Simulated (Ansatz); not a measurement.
CdCu2GeSe4 (I-42m, No. 121)

Method: PBEsol+SOC in Ansatz (plane waves, PAW).

Settings: plane-wave cutoff 520 eV, 14×14×14 k mesh, Fermi–Dirac smearing 0.05 eV, PAW data made under PBE.

Cell (measured lattice):

```yaml
crystal:
  lattice:
    - [-2.87410, 2.87410, 5.52665]
    - [2.87410, -2.87410, 5.52665]
    - [2.87410, 2.87410, -5.52665]
  atoms:
    - { symbol: Ge, position: [0.50000, 0.50000, 0.00000] }
    - { symbol: Cu, position: [0.25000, 0.75000, 0.50000] }
    - { symbol: Cu, position: [0.75000, 0.25000, 0.50000] }
    - { symbol: Se, position: [0.40420, 0.40420, 0.54100] }
    - { symbol: Se, position: [0.59580, 0.13680, 0.00000] }
    - { symbol: Se, position: [0.86320, 0.86320, 0.45900] }
    - { symbol: Se, position: [0.13680, 0.59580, 0.00000] }
    - { symbol: Cd, position: [0.00000, 0.00000, 0.00000] }
```

For CdCu2GeSe4 (I-42m, No. 121), the band gap is 0.00 eV (under three smearing widths, so not firm).

Measured, for comparison: band gap 1.29 eV (300 K, no zero-point or thermal correction, experimental, cited; as tabulated in Brik et al. (2014), arXiv:1311.6753). Computed (rounded) less measured: band gap -1.29 eV.

Note: cell and atoms aren't relaxed at this level (largest force component 0.38 eV/Å, pressure -0.3 GPa).

It cost around 70 core-minutes (rough) of CPU time.

Ansatz is a program for electronic structure.
